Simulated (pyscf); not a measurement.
Single points on ωB97X-D3(BJ)/def2-SVP structures (PySCF, gas phase).

**Question.** For the elementary gas-phase step O=Nb(OH)(OH)–OH (SMILES [O]=[Nb]([OH])([OH])[OH]) + NH₃ (SMILES N) → H₂N–Nb(OH)(OH)(OH)–OH (SMILES [NH2][Nb]([OH])([OH])([OH])[OH]) (singlet surface; H–N broken, H–O, N–Nb formed), what barrier and reaction energy does ωB97M-D3(BJ)/def2-TZVP give, measured from the separated reactants?

**Answer.** ΔE‡ = 24.1 kcal/mol, ΔE = +3.9 kcal/mol. Zero-point energy shifts the barrier by -1.2 kcal/mol. It is an addition across a multiple bond or ene-type step, with an imaginary mode of 953i cm⁻¹. On the reactant side the descent ends in an adduct with a N–Nb contact (not fully relaxed), 16.3 kcal/mol under the separated species and 38.9 kcal/mol under the saddle at ωB97X-D3(BJ)/def2-TZVP. What is counted as formed (N–Nb) is already present as a longer contact in the reactant adduct; forming that adduct is a step of its own. This is the saddle that the search found; another between the same sides may lie lower. Elements past Kr carry the def2 core potentials, without spin-orbit coupling.
